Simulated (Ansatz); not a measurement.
System: KLaGeS4 (P2₁, No. 4; cell taken from a computed entry). Method: r²SCAN+SOC (Ansatz, a first-principles code, plane waves, PAW).

Run with plane-wave cutoff 560 eV, 4×4×4 k mesh, Fermi–Dirac smearing 0.01 eV, PAW data made under PBE.

Cell (relaxed with PBEsol):

```cif
data_Ge2K2La2S8
_chemical_formula_sum 'K2 La2 Ge2 S8'
_space_group_name_H-M_alt 'P21'
_space_group_IT_number 4
_space_group_name_Hall 'P 2yb'
_cell_length_a 6.62758
_cell_length_b 6.66995
_cell_length_c 8.67956
_cell_angle_alpha 90.000
_cell_angle_beta 107.321
_cell_angle_gamma 90.000
loop_
_atom_site_label
_atom_site_type_symbol
_atom_site_symmetry_multiplicity
_atom_site_Wyckoff_symbol
_atom_site_fract_x
_atom_site_fract_y
_atom_site_fract_z
_atom_site_occupancy
K1 K 2 a 0.26632 0.98791 0.06516 1
La1 La 2 a 0.23181 0.00312 0.55429 1
Ge1 Ge 2 a 0.21899 0.47400 0.31679 1
S1 S 2 a 0.97862 0.23119 0.27021 1
S2 S 2 a 0.41733 0.47124 0.15552 1
S3 S 2 a 0.01756 0.74559 0.28437 1
S4 S 2 a 0.41354 0.42611 0.57202 1
```

Question: Predict the band gap.

Answer: 
- band gap: 2.72 eV (on the SCF k mesh)

Note: cell and atoms aren't relaxed at this level (largest force component 0.19 eV/Å, pressure 1.2 GPa).

The result took very roughly 24 core-minutes.
